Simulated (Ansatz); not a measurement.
Ideal-gas functions of CH$_{3}$NOS$_{2}$, SMILES `NC1(O)SS1` at 400 K and 1 bar, from an Ansatz frequency run at PBE0-D4/def2-TZVP.

Molar mass 109.18 g/mol, point group C1 (symmetry number 1), electronic degeneracy 1, moments of inertia 116.959, 165.354, 192.437 u Å². Harmonic wavenumbers (cm⁻¹, unscaled): 255, 302, 369, 383, 400, 473, 556, 607, 696, 833, 1050, 1217, 1290, 1366, 1632, 3531, 3638, 3798.

Use S(trans) = R[1.5 ln M + 2.5 ln T − 1.1517]; rotational temperatures θ = 24.2544 K / I; S(rot) = R[ln(√π/σ · √(T³/θAθBθC)) + 1.5]; for each mode x = 1.438777 ν̃/T, S = R[x/(eˣ − 1) − ln(1 − e⁻ˣ)] and H = RT x/(eˣ − 1); 1 cm⁻¹ = 0.0119627 kJ/mol; R = 8.31446 J/(mol·K).

**Question.** By hand: the entropy, in J/(mol·K).

**Answer.** Translation 173.5. Rotation: θ = 0.2074, 0.1467, 0.126 K, giving 115.1. Vibration, mode by mode: 9.32, 8.02, 6.55, 6.28, 5.97, 4.83, 3.81, 3.30, 2.56, 1.74, 0.93, 0.57, 0.46, 0.36, 0.16, 0.00, 0.00, 0.00, in all 54.9. Electronic 0.0. Sum 343.5 J/(mol·K).

**Question.** By hand: H − E and G − E in kJ/mol, counted from the electronic energy.

**Answer.** Zero-point energy ½ × 22396 × 0.0119627 = 134.0; thermal vibration 13.8; translation, rotation and pV give 4 RT = 13.3. H − E = 161.1 kJ/mol, and G − E = 161.1 − 400 × 343.5/1000 = 23.7 kJ/mol.

Vibration gives 16 % of the entropy. The sum counts one conformer and one mirror image; others add a mixing term.
